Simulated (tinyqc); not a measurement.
Pariser-Parr-Pople SCF with singles CI, for the molecule C=C(N)C=O (SMILES; centres numbered as the heavy atoms are written), step by step. One step of it, computed by the program tinyqc.

Task: PPP integrals. Ohno: gamma = 14.399645/sqrt(R^2 + a^2), a = 2 x 14.399645/(gamma_rr + gamma_ss); H_rr = -W_r - sum_(s != r) z_s gamma_rs; H_rs = beta for bonds.

Centres (angstrom, eV; a flat drawing with bonds scaled to 1.40 angstrom):
```
centre          x          y  core charge z          W   gamma_rr
1C      -1.697000  -0.700000              1  11.160000  11.130000
2C      -0.485000   0.000000              1  11.160000  11.130000
3N      -0.485000   1.400000              2  25.600000  16.800000
4C       0.727000  -0.700000              1  11.160000  11.130000
5O       1.940000   0.000000              1  17.700000  15.200000
```

Resonance integrals (eV):
```
i  j       beta
1  2  -2.390000
2  3  -2.240000
2  4  -2.390000
4  5  -2.510000
```

Give: repulsion gamma_rs; core matrix H.

Result:

repulsion gamma_rs (eV), lower triangle:
```
         1C       2C       3N       4C       5O
1C  11.1300
2C   7.5550  11.1300
3N   5.4652   8.2817  16.8000
4C   5.2407   7.5550   5.4652  11.1300
5O   3.7287   5.4129   4.8959   8.1033  15.2000
```

core matrix H (eV), lower triangle:
```
          1C        2C        3N        4C        5O
1C  -38.6147
2C   -2.3900  -48.2461
3N    0.0000   -2.2400  -49.7079
4C    0.0000   -2.3900    0.0000  -42.9894
5O    0.0000    0.0000    0.0000   -2.5100  -44.7366
```
